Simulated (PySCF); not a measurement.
From one molecule to another.

First species: tetrafluoroethylene, C2F4.
Z-matrix (Å and degrees, PBE0-D3(BJ)/def2-TZVP geometry), rows numbered from 1:
```
F 
C   1  1.3104
F   2  1.3107  1  113.29
C   2  1.3201  1  123.38  3   179.97
F   4  1.3104  2  123.36  1    -0.00
F   4  1.3108  2  123.37  1  -179.98
```

Second species: formaldoxime, CH3NO.
Structure used (PBE0-D3(BJ)/def2-TZVP), in Å, numbered top down from 1:
```xyz
6
CH3NO angstrom
C     -0.8667   -0.0871    0.1676
N      0.3039   -0.1998    0.6280
O      1.2546    0.2492   -0.2635
H     -1.6730   -0.4194    0.8096
H     -1.0740    0.3205   -0.8209
H      2.0808    0.1075    0.2072
```

Levels: CAM-B3LYP/aug-cc-pVTZ for dipole moment, HOMO energy, LUMO energy, HOMO–LUMO gap, static isotropic polarisability and electronic spatial extent ⟨r²⟩ about the centre of nuclear charge; TDDFT CAM-B3LYP/aug-cc-pVTZ for lowest singlet excitation; TDA CAM-B3LYP/aug-cc-pVTZ for lowest triplet excitation (Tamm–Dancoff); PBE0-D3(BJ)/def2-TZVP for rotational constant A and rotational constant C. Geometries: PBE0-D3(BJ)/def2-TZVP. Each structure is a single optimised conformer of the isolated species, non-relativistic unless stated. Electronic properties by PySCF.

The conformers computed, where there is a choice (atom-mapped SMILES and torsion angles):
- `[CH2:1]=[N:2][OH:3]`: H–O3–N2–C1 180°

| property | column X | column Y |
| --- | --- | --- |
| dipole moment | 0.35 D | 0.00 D |
| HOMO energy | -9.31 eV | -9.10 eV |
| LUMO energy | 0.29 eV | 0.53 eV |
| HOMO–LUMO gap | 9.60 eV | 9.63 eV |
| lowest singlet excitation | 5.89 eV | 6.42 eV |
| lowest triplet excitation (Tamm–Dancoff) | 4.26 eV | 4.74 eV |
| static isotropic polarisability | 28.8 au | 29.3 au |
| electronic spatial extent ⟨r²⟩ about the centre of nuclear charge | 145 bohr² | 488 bohr² |
| rotational constant A | 71.142 GHz | 5.550 GHz |
| rotational constant C | 10.272 GHz | 2.051 GHz |

(1) Which column belongs to which species?

(2) How does each property change from the first species to the second?

## Answers

(1) Column X is the second species and column Y the first. The first has 6 atoms and 48 electrons, the second 6 and 24.

(2) dipole moment +0.35 D; HOMO energy -0.21 eV; LUMO energy -0.24 eV; HOMO–LUMO gap -0.03 eV; lowest singlet excitation -0.53 eV; lowest triplet excitation (Tamm–Dancoff) -0.48 eV; static isotropic polarisability -0.5 au; electronic spatial extent ⟨r²⟩ about the centre of nuclear charge -343 bohr²; rotational constant A +65.592 GHz; rotational constant C +8.221 GHz.

On the first: S1 lies 3.21 eV below the HOMO–LUMO gap; its leading configuration is HOMO→LUMO, weight 0.94. The 10 singlets span 6.42 to 9.49 eV, and their oscillator strengths add up to 0.47. Geometry: PBE0-D3(BJ)/def2-TZVP; no solvent, vibrations or thermal averaging.

On the second: The dipole equals about 1.2 × 10⁻³⁰ C·m (1 D = 3.33564 × 10⁻³⁰ C·m). The polarisability is 4.26 Å³ as a volume (1 au = 0.148185 Å³), or 1.20 au for each of the 24 electrons. Geometry: PBE0-D3(BJ)/def2-TZVP, one conformer, isolated molecule.
